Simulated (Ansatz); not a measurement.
```xyz
2

C     0.0000    0.0000    0.5600
H     0.0000    0.0000   -0.5600
```

Basis set: cc-pVDZ (spherical functions). Left uncorrelated: 1 orbital. Correlation on ROHF uses semicanonical orbitals with singles. Charge 0, multiplicity 2.

Computed with Ansatz (development build ahead of 0.2.0); free ground-state atoms in the same class of orbitals, no zero-point energy, no relativity.

The atomization energy of doublet CH from measured heats of formation, zero-point and thermal terms removed is 3.638 eV (G2/97 set, Curtiss et al., J. Chem. Phys. 106, 1063 (1997), as shipped with ASE); it holds spin-orbit and other relativistic effects.

(1) How far do ROHF-CCSD(T), UHF-CCSD(T) miss it in this basis?

## Answers

(1)

| method | atomization energy (eV) | computed − measured (eV) |
| --- | --- | --- |
| ROHF-CCSD(T) | 3.268 | -0.370 |
| UHF-CCSD(T) | 3.260 | -0.378 |

Caution: the reference determinant was not shown to be the lowest. Caution for UHF-CCSD(T): the unrestricted determinant is spin contaminated.
